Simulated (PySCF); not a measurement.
Gas-phase reaction: 2 Al(CH3)Cl2 + Al(CH3)3 + CH2Cl2 = 3 AlHCl2 + 2 C3H7 (i-propyl)

Method: PySCF energies plus ideal-gas RRHO corrections (1 bar). † marks an energy on the PBE0/def2-TZVP geometry and frequencies; other levels use their own. MP2 and CCSD(T) freeze the core. 6-31G* has spherical d functions here. Open shells (unrestricted): C3H7 (i-propyl) (multiplicity 2); the rest are closed-shell singlets. B3LYP is the form with VWN-RPA correlation. Methyl groups turn as free rotors in Al(CH3)Cl2, Al(CH3)3. Al(CH3)Cl2, AlHCl2: computed as isolated molecules; such fragments, hydroxides, amides, oligomers or adducts are transient or little studied in the gas. MP2 isn't extrapolated to the basis-set limit; its ΔH°(298 K) is 59.2 kJ in def2-SVP and 129.9 kJ in def2-TZVPP. CCSD(T) isn't extrapolated to the basis-set limit. The harmonic model lacks anharmonicity and excited electronic states, which grow with temperature; levels with a mode under 35 cm⁻¹ are left out. Internal rotation in C3H7 (i-propyl) is treated as a harmonic vibration of one conformer, which makes the entropy rough.

```
level              ΔE electronic, kJ  ΔH°(298 K), kJ  ΔS°(298 K), J/K  ΔG°(1000 K), kJ
-----------------  -----------------  --------------  ---------------  ---------------
B3LYP/def2-TZVP†                  91              76              168              -92
BLYP/def2-TZVP†                   97              82              168              -86
CCSD(T)/def2-SVP†                 50              36              168             -133
HF/6-31G*                        -72             -86              162             -250
HF/def2-TZVP†                    -56             -70              168             -239
M06-2X/def2-TZVP†                145             130              168              -39
MP2/def2-TZVPP†                  145             130              168              -39
PBE/def2-SVP                      95              80              165              -85
PBE/def2-TZVP†                   126             112              168              -57
PBE0/def2-SVP†                    78              63              168             -105
LDA/def2-TZVP†                   180             166              168               -3
```
ΔH° is lowest at HF/6-31G* and highest at LDA/def2-TZVP†. No reference value is set beside these.
